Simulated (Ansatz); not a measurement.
# C₃HFS: one species, many methods

The task here is to estimate one member of a computed series from the others.

The runs use Ansatz 0.2.0, Gaussian basis; functionals in def2-TZVPP, the program's frozen cores in correlated methods.

The runs, in order: LDA (SPW92), PBE-D4, revPBE-D4, BLYP-D4, r2SCAN-D4, B97M-V, PBE0-D4, B3LYP-D4, r2SCANh-D4, r2SCAN0-D4, HSE06-D4, BHLYP-D4, CAM-B3LYP-D4, LC-ωPBE, ωB97X-V, ωB97M-V, B2PLYP, PBE-QIDH; CCSD(T)/def2-SVP; CCSD(T)/def2-TZVPP; MP2/def2-QZVPP; extrapolation to the limit; RPA on PBE.

### Structure used throughout

The geometry comes from an earlier relaxation with PBE0-D4 in a triple-zeta def2 set; it is a stationary point.

6 atoms, charge 0, spin multiplicity 1.

Atoms are counted from 1 here; the program's logs count them from 0.

Bond lengths: F1–C2 1.324 Å, C2–C3 1.399 Å, C2–S5 2.019 Å, C3–C4 1.313 Å, C3–S5 1.961 Å, C4–S5 1.770 Å, C4–H6 1.075 Å. Angles: F1–C2–C3 119.4°, F1–C2–S5 116.9°, C3–C2–S5 67.2°, C2–C3–C4 127.2°, C2–C3–S5 71.7°, C4–C3–S5 61.8°, C3–C4–S5 77.4°, C3–C4–H6 140.7°, S5–C4–H6 133.5°, C2–S5–C3 41.1°, C2–S5–C4 79.4°, C3–S5–C4 40.8°.

Geometry (Å):

```xyz
6
C3HFS
F     1.9717   -0.8765   -0.9251
C     0.8355   -0.1962   -0.9308
C    -0.2199   -0.6141   -0.1138
C    -1.0109    0.1432    0.6100
S     0.5099    1.0491    0.6251
H    -2.0442    0.4303    0.6885
```

Set-up of the first run:

File in.yaml:

```yaml
crystal:
  periodic: [false, false, false]
  atoms:
    - {symbol: F, position_ang: [1.971734, -0.876483, -0.925125]}
    - {symbol: C, position_ang: [0.835505, -0.196203, -0.930832]}
    - {symbol: C, position_ang: [-0.219944, -0.614115, -0.113810]}
    - {symbol: C, position_ang: [-1.010899, 0.143243, 0.610002]}
    - {symbol: S, position_ang: [0.509869, 1.049115, 0.625133]}
    - {symbol: H, position_ang: [-2.044166, 0.430342, 0.688535]}
basis:
  gaussian: {orbitals: def2-TZVPP}
hamiltonian: {xc: lda}
output: {orbitals: {seedname: orbitals}}
```

Run with:

```console
ansatz run in.yaml --threads 2 --pin off --events-out ev --progress --plain --max-ram 4352MiB
```

Among the steps run: LDA; PBE-D4 (GGA); revPBE-D4 (GGA); BLYP-D4 (GGA); r2SCAN-D4 (meta-GGA); B97M-V (meta-GGA); B3LYP-D4 (hybrid); r2SCANh-D4 (hybrid); r2SCAN0-D4 (hybrid); HSE06-D4 (hybrid); BHLYP-D4 (hybrid); CAM-B3LYP-D4 (range-separated); LC-ωPBE (range-separated); ωB97X-V (range-separated); ωB97M-V (range-separated); B2PLYP (double hybrid); PBE-QIDH (double hybrid).

One of the session's tables, all rows but one given; the rest of the session is left out.

It belongs to the step «Orbital energies across the functionals». 

| functional | HOMO (eV) | LUMO (eV) | gap (eV) |
| --- | --- | --- | --- |
| LDA (SPW92) | -5.79 | -3.74 | 2.05 |
| PBE-D4 | -5.65 | -3.50 | 2.15 |
| revPBE-D4 | -5.59 | -3.41 | 2.19 |
| BLYP-D4 | -5.52 | -3.39 | 2.13 |
| r2SCAN-D4 | -5.91 | -3.37 | 2.54 |
| B97M-V | ? | ? | ? |
| PBE0-D4 | -6.88 | -2.60 | 4.27 |
| B3LYP-D4 | -6.67 | -2.85 | 3.82 |
| r2SCANh-D4 | -6.37 | -3.04 | 3.33 |
| r2SCAN0-D4 | -7.06 | -2.53 | 4.53 |
| HSE06-D4 | -6.48 | -2.98 | 3.50 |
| BHLYP-D4 | -8.00 | -1.62 | 6.38 |
| CAM-B3LYP-D4 | -8.17 | -1.53 | 6.64 |
| LC-ωPBE | -9.43 | -0.36 | 9.07 |
| ωB97X-V | -9.11 | -0.42 | 8.69 |
| ωB97M-V | -9.01 | -0.49 | 8.52 |

**Question.** Estimate the row for B97M-V.

The run gave: HOMO (eV): -6.00; LUMO (eV): -3.27; gap (eV): 2.72. In the column «HOMO (eV)» it lies between r2SCANh-D4 (-6.37) and r2SCAN-D4 (-5.91).
